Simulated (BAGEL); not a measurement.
**PBE0/def2-TZVP (density fitting with cc-pvqz-jkfit) run of SiNH5 (SMILES [SiH3]N)**

What is the energy change on altering one bond length of SiNH5 at PBE0/def2-TZVP (density fitting with cc-pvqz-jkfit)? 

Program for the calculation: BAGEL 1.2.2.

1 further run of the same task is left out (set aside as unsound or not needed).

## (1) The molecule

The species is SiNH5 (7 atoms), meant as a singlet with charge 0. As SMILES, `[SiH3]N`. The shape is that of a PBE0-D4/def2-TZVP optimisation.

Bond lengths: Si1–N2 1.720 Å, Si1–H3 1.486 Å, Si1–H4 1.486 Å, Si1–H5 1.494 Å, N2–H6 1.007 Å, N2–H7 1.007 Å. Angles: Si1–N2–H6 119.6°, Si1–N2–H7 119.6°, N2–Si1–H3 107.9°, N2–Si1–H4 107.9°, N2–Si1–H5 116.0°, H6–N2–H7 110.7°, H3–Si1–H4 110.5°, H3–Si1–H5 107.3°, H4–Si1–H5 107.3°.

## (2) A single-point energy at PBE0/def2-TZVP (density fitting with cc-pvqz-jkfit)

File dft.json:

```json
{ "bagel": [

{
  "title": "molecule",
  "basis": "def2-tzvp.json",
  "df_basis": "cc-pvqz-jkfit",
  "angstrom": "true",
  "geometry": [
    { "atom": "Si", "xyz": [      -0.413010,      -0.292700,      -0.422350 ] },
    { "atom": "N", "xyz": [       0.611760,       0.348670,       0.801280 ] },
    { "atom": "H", "xyz": [      -0.018320,      -1.706330,      -0.653330 ] },
    { "atom": "H", "xyz": [      -1.813170,      -0.217090,       0.068940 ] },
    { "atom": "H", "xyz": [      -0.367930,       0.402730,      -1.743970 ] },
    { "atom": "H", "xyz": [       0.391580,       1.238230,       1.219480 ] },
    { "atom": "H", "xyz": [       1.609100,       0.226510,       0.729930 ] }
  ]
},

{
  "title": "ks",
  "xc_func": "pbe0"
},

{
  "title": "print",
  "file": "orbitals.molden",
  "orbitals": "true"
}

]}
```

The basis set def2-TZVP is read from a file made from the Basis Set Exchange's data (not shown).

Run with:

```sh
$ BAGEL_NUM_THREADS=1 BAGEL dft.json > dft.out
```

What it wrote:

```text
* using 1 threads per process

  ===============================================================
  ===============================================================

  *** Geometry ***

  { "atom" : "Si", "xyz" : [     -0.780476,     -0.553123,     -0.798126 ] },
  { "atom" : "N", "xyz" : [      1.156059,      0.658891,      1.514200 ] },
  { "atom" : "H", "xyz" : [     -0.034620,     -3.224496,     -1.234615 ] },
  { "atom" : "H", "xyz" : [     -3.426395,     -0.410241,      0.130278 ] },
  { "atom" : "H", "xyz" : [     -0.695287,      0.761049,     -3.295626 ] },
  { "atom" : "H", "xyz" : [      0.739979,      2.339916,      2.304483 ] },
  { "atom" : "H", "xyz" : [      3.040758,      0.428042,      1.379368 ] },

  Number of auxiliary basis functions:      509

  Since a DF basis is specified, we compute 2- and 3-index integrals:
    o Being stored without compression. Storage requirement is 0.039 GB

  Number of basis functions:       98
  Number of electrons      :       26

    * METHOD: MOLECULE                             0.35

  *** Kohn-Sham DFT ***

    * Removing 10775 points whose weight is below 1.00e-10
    * Grid points: 93567

  === Nuclear Repulsion ===
    64.8398447588

       - DIIS with orbital gradients will be used.

  === KS iteration (pbe0 / def2-tzvp.json) ===
      0       -294.28894798          0.17515866           0.57
      1       -248.06120859          0.17545455           0.43
      2       -283.21829547          0.17966675           0.46
      3       -335.94478309          0.17830096           0.48
      4       -344.46211412          0.07864316           0.46
      5       -343.80229155          0.09424658           0.54
      6       -343.77515694          0.09498817           0.49
      7       -345.36987576          0.07027413           0.42
      8       -347.09961893          0.00510630           0.41
      9       -347.10541595          0.00220164           0.43
     10       -347.10669696          0.00025699           0.45
     11       -347.10671407          0.00003993           0.42
     12       -347.10671447          0.00000776           0.41
     13       -347.10671448          0.00000205           0.43
     14       -347.10671448          0.00000092           0.42
     15       -347.10671448          0.00000007           0.42
     16       -347.10671448          0.00000003           0.42
     17       -347.10671448          0.00000001           0.42
    * SCF iteration converged.

    * Permanent dipole moment:
           (   -0.364018,    -0.380146,    -0.119712) a.u.

    * METHOD: KS                                   8.85

    * METHOD: PRINT                                0.05

  ===============================================================
```

Run time: 9.9 s. Hardware: 1 thread of AMD EPYC 7R43 (Zen 3), shared host; peak memory 0.42 GiB.

## (3) The distorted shape, same level

File input.json:

```json
{ "bagel" : [

{
  "title" : "molecule",
  "basis" : "def2-tzvp.json",
  "df_basis" : "cc-pvqz-jkfit",
  "angstrom" : "true",
  "geometry" : [
    { "atom" : "Si", "xyz" : [   -0.236860,   -1.004374,   -0.756922 ] },
    { "atom" : "N", "xyz" : [    0.787910,   -0.363004,    0.466708 ] },
    { "atom" : "H", "xyz" : [    0.157830,   -2.418004,   -0.987902 ] },
    { "atom" : "H", "xyz" : [   -1.637020,   -0.928764,   -0.265632 ] },
    { "atom" : "H", "xyz" : [   -0.191780,   -0.308944,   -2.078542 ] },
    { "atom" : "H", "xyz" : [    0.391580,    1.238230,    1.219480 ] },
    { "atom" : "H", "xyz" : [    1.785250,   -0.485164,    0.395358 ] }
  ]
},
{
  "title" : "ks",
  "xc_func" : "pbe0"
},
{
  "title" : "print",
  "file" : "orbitals.molden",
  "orbitals" : "true"
}

]}
```

The basis set def2-TZVP is read from a file made from the Basis Set Exchange's data (not shown).

Run with:

```sh
$ BAGEL_NUM_THREADS=1 BAGEL input.json > input.out
```

What it wrote:

```text
* using 1 threads per process

  ===============================================================
  ===============================================================

  *** Geometry ***

  { "atom" : "Si", "xyz" : [     -0.447601,     -1.897992,     -1.430375 ] },
  { "atom" : "N", "xyz" : [      1.488934,     -0.685978,      0.881950 ] },
  { "atom" : "H", "xyz" : [      0.298255,     -4.569365,     -1.866864 ] },
  { "atom" : "H", "xyz" : [     -3.093519,     -1.755110,     -0.501972 ] },
  { "atom" : "H", "xyz" : [     -0.362412,     -0.583820,     -3.927875 ] },
  { "atom" : "H", "xyz" : [      0.739979,      2.339916,      2.304483 ] },
  { "atom" : "H", "xyz" : [      3.373634,     -0.916827,      0.747118 ] },

  Number of auxiliary basis functions:      509

  Since a DF basis is specified, we compute 2- and 3-index integrals:
    o Being stored without compression. Storage requirement is 0.039 GB

  Number of basis functions:       98
  Number of electrons      :       26

    * METHOD: MOLECULE                             0.28

  *** Kohn-Sham DFT ***

    * Removing 9962 points whose weight is below 1.00e-10
    * Grid points: 94380

  === Nuclear Repulsion ===
    62.3540150316

       - DIIS with orbital gradients will be used.

  === KS iteration (pbe0 / def2-tzvp.json) ===
      0       -293.93519666          0.17099158           0.54
      1       -245.81726520          0.15713741           0.42
      2       -284.08715672          0.17844468           0.42
      3       -334.41928995          0.16270156           0.45
      4       -340.99280465          0.11637664           0.41
      5       -339.16070240          0.13556630           0.40
      6       -342.39635325          0.10317756           0.41
      7       -343.34271527          0.09341004           0.38
      8       -346.85895013          0.01361453           0.39
      9       -346.87960679          0.01384990           0.41
     10       -346.95336944          0.00453365           0.43
     11       -346.95907462          0.00117938           0.42
     12       -346.95946491          0.00029092           0.41
     13       -346.95948949          0.00004817           0.42
     14       -346.95949032          0.00001163           0.42
     15       -346.95949037          0.00000249           0.44
     16       -346.95949037          0.00000052           0.41
     17       -346.95949037          0.00000029           0.43
     18       -346.95949037          0.00000015           0.44
     19       -346.95949037          0.00000004           0.44
     20       -346.95949037          0.00000002           0.44
     21       -346.95949037          0.00000001           0.43
    * SCF iteration converged.

    * Permanent dipole moment:
           (   -0.321007,    -0.367171,    -0.091151) a.u.

    * METHOD: KS                                  10.09

    * METHOD: PRINT                                0.05

  ===============================================================
```

Wall time 11 s (1 thread of AMD EPYC 7R43 (Zen 3), shared host); peak memory 0.43 GiB.

## (4) Outcome

Level: PBE0/def2-TZVP (density fitting with cc-pvqz-jkfit).

| quantity | value |
| --- | --- |
| first shape: total energy | -347.10671 Eh |
| first shape: dipole moment | 1.37 D |
| first shape: HOMO energy | -7.41 eV |
| first shape: LUMO energy | 0.35 eV |
| first shape: HOMO–LUMO gap | 7.77 eV |
| distorted shape: total energy | -346.95949 Eh |
| distorted shape: dipole moment | 1.26 D |
| distorted shape: HOMO energy | -7.29 eV |
| distorted shape: LUMO energy | -3.17 eV |
| distorted shape: HOMO–LUMO gap | 4.11 eV |
| energy change with the N2–H6 bond stretched from 1.007 to 1.813 Å | 4.006 eV |

**Reading.** With the N2–H6 bond stretched from 1.007 to 1.813 Å the energy rises by 4.01 eV (387 kJ/mol). A restricted reference can't describe the breaking bond well at this length.
